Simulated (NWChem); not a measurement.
System: fluorine (F2); SMILES FF

```xyz
2

F      0.0000     0.0000     0.6878
F      0.0000     0.0000    -0.6878
```
Atoms are numbered in this order, from 1.

Computed with NWChem. Geometry optimised at PBE0-D3(BJ)/def2-TZVP; all other runs use it. Pople sets run with spherical d functions.

| quantity | level | value |
|---|---|---|
| −ε(HOMO) (eV) | PBE/def2-TZVP | 9.18 |
| cavity-dispersion-structure term (kcal/mol) in benzene | M05-2X/6-31G*, SMD | 0.6 |
| J(19F atom 1, 19F atom 2) (Hz) | PBE0/pcJ-1 | ___ |
| orbital gap (eV) | LRC-wPBEh/def2-TZVP | ___ |
| isotropic polarisability (bohr³) at 1065 nm | PBE0/Sadlej pVTZ | ___ |
| highest harmonic frequency (cm⁻¹) | PBE0-D3(BJ)/def2-TZVP | 1100 |

Some entries are withheld; supply them.


- J(19F atom 1, 19F atom 2) (Hz), value: 13763.4
- orbital gap (eV), value: 12.08
- isotropic polarisability (bohr³) at 1065 nm, value: 8.3
